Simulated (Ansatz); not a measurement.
Ideal-gas functions of BH$_{5}$OSi, SMILES `B[SiH2]O` at 400 K and 1 bar, from an Ansatz frequency run at PBE0-D4/def2-TZVP.

Molar mass 59.94 g/mol, point group C1 (symmetry number 1), electronic degeneracy 1, moments of inertia 23.858, 79.249, 96.559 u Å². Harmonic wavenumbers (cm⁻¹, unscaled): 158, 179, 224, 374, 573, 645, 734, 823, 896, 905, 924, 930, 1169, 2150, 2225, 2578, 2660, 3929.

Use S(trans) = R[1.5 ln M + 2.5 ln T − 1.1517]; rotational temperatures θ = 24.2544 K / I; S(rot) = R[ln(√π/σ · √(T³/θAθBθC)) + 1.5]; for each mode x = 1.438777 ν̃/T, S = R[x/(eˣ − 1) − ln(1 − e⁻ˣ)] and H = RT x/(eˣ − 1); 1 cm⁻¹ = 0.0119627 kJ/mol; R = 8.31446 J/(mol·K).

Problem. By hand: the entropy, in J/(mol·K).

Solution. Translation 166.0. Rotation: θ = 1.0166, 0.3061, 0.2512 K, giving 102.6. Vibration, mode by mode: 13.12, 12.12, 10.33, 6.45, 3.63, 2.96, 2.30, 1.79, 1.45, 1.41, 1.34, 1.31, 0.65, 0.03, 0.03, 0.01, 0.01, 0.00, in all 58.9. Electronic 0.0. Sum 327.5 J/(mol·K).

Problem. By hand: H − E and G − E in kJ/mol, counted from the electronic energy.

Solution. Zero-point energy ½ × 22076 × 0.0119627 = 132.0; thermal vibration 13.6; translation, rotation and pV give 4 RT = 13.3. H − E = 158.9 kJ/mol, and G − E = 158.9 − 400 × 327.5/1000 = 27.9 kJ/mol.

Vibration gives 18 % of the entropy. The sum counts one conformer and one mirror image; others add a mixing term.
